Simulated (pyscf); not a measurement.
**Four-centre exchange: HO–Ga(Cl)–Cl (SMILES [OH][Ga]([Cl])[Cl]) + H₂ (SMILES [H][H]) -> HO–Ga(Cl)–Cl (SMILES [OH][Ga]([Cl])[Cl]) + H₂ (SMILES [H][H])**

Gas phase, singlet surface, charge 0. Bonds broken: O1–H5, H6–H7. Bonds formed: O1–H6, H5–H7. Structures and frequencies: ωB97X-D3(BJ)/def2-SVP in PySCF.

Transition state (Å):

```xyz
7

O     -0.7805     0.1388    -0.8725
Ga    -2.3315    -0.5949    -0.4201
Cl    -2.5456    -2.7037    -0.4223
Cl    -3.9674     0.6363     0.1281
H      0.4477     0.0418    -0.7753
H      0.0269     1.0372    -0.6119
H      1.1009     0.8835    -0.5662
```

One imaginary mode, 2767i cm⁻¹; descent along it reached the two sides named.

```
bond   change  reactant side (Å)  saddle  product side
-----  ------  -----------------  ------  ------------
O1–H5  breaks              0.965   1.236         2.512
H6–H7  breaks              0.763   1.086           3.4
O1–H6   forms              2.512   1.236         0.965
H5–H7   forms                3.4   1.086         0.762
```

Electronic energies relative to the separated reactants (kcal/mol):

```tsv
level	barrier	reaction energy	reverse barrier
ωB97X-D3(BJ)/def2-TZVP	69.5	0.0	69.5
PBE/def2-TZVP	58.9	0.0	58.9
r²SCAN/def2-TZVP	63.8	0.0	63.8
B3LYP-D3(BJ)/def2-TZVP	66.1	0.0	66.1
PBE0-D3(BJ)/def2-TZVP	64.2	0.0	64.2
M06-2X/def2-TZVP	69.9	0.0	69.9
ωB97M-D3(BJ)/def2-TZVP	67.6	0.0	67.6
HF/def2-TZVP	88.3	0.0	88.3
```

With ωB97M-D3(BJ)/def2-TZVP energies and thermal terms (ideal gas, 1 atm, RRHO with modes under 100 cm⁻¹ raised to 100, one conformer, R ln 2 for chiral ones without a mode under 150 cm⁻¹), in kcal/mol:

| T (K) | ΔH‡ | ΔG‡ | ΔH | ΔG |
|---|---|---|---|---|
| 298 | 65.3 | 72.7 | 0.0 | 0.0 |
| 600 | 64.7 | 80.5 | 0.0 | 0.0 |
| 900 | 64.8 | 88.5 | 0.0 | 0.0 |
| 1200 | 65.2 | 96.3 | 0.0 | 0.0 |

The same reactants have a lower exit, to Cl–GaH–Cl + H₂O (barrier +22.2 kcal/mol at ωB97M-D3(BJ)/def2-TZVP, against +67.6 kcal/mol here). This is the saddle that the search found; another between the same sides may lie lower. Elements up to Kr have no core potential and no relativistic terms here.
